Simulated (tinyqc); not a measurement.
Inside a calculation. Method: RKS/exchange-only LDA in the sto-3g basis, for BH2+, spin multiplicity 1. One step of it, computed by the program tinyqc.

Problem. Orthogonalisation. S = U s U^T; canonical form X = U s^(-1/2), so that X^T S X = 1. Each column of U has its largest component positive (the first on a tie).

overlap S, lower triangle:
```
,1B 1s,1B 2s,1B 2px,1B 2py,1B 2pz,2H 1s,3H 1s
1B 1s,1.000000
1B 2s,0.269328,1.000000
1B 2px,0.000000,0.000000,1.000000
1B 2py,0.000000,0.000000,0.000000,1.000000
1B 2pz,0.000000,0.000000,0.000000,0.000000,1.000000
2H 1s,0.067538,0.479390,0.000000,0.443537,0.209333,1.000000
3H 1s,0.054819,0.432960,0.000000,-0.414492,0.195562,0.081698,1.000000
```

Give: eigenvalues of S; X.

Solution.

eigenvalues of S: 0.2982  0.3639  0.8720  1.0000  1.0827  1.5642  1.8189

X:
```
,1,2,3,4,5,6,7
1B 1s,0.2914,0.1616,0.7873,0.0000,-0.5651,-0.0256,0.2070
1B 2s,-1.1229,-0.5000,-0.2869,0.0000,-0.2394,-0.0517,0.4660
1B 2px,0.0000,0.0000,0.0000,1.0000,0.0000,0.0000,0.0000
1B 2py,-0.5517,1.0158,-0.0067,0.0000,0.0084,0.5809,0.0562
1B 2pz,-0.4446,-0.1997,0.6085,0.0000,0.7104,-0.0222,0.1763
2H 1s,1.1818,-0.4247,-0.1850,0.0000,0.1412,0.3395,0.3966
3H 1s,0.3305,1.1043,-0.2001,0.0000,0.1494,-0.4274,0.3135
```
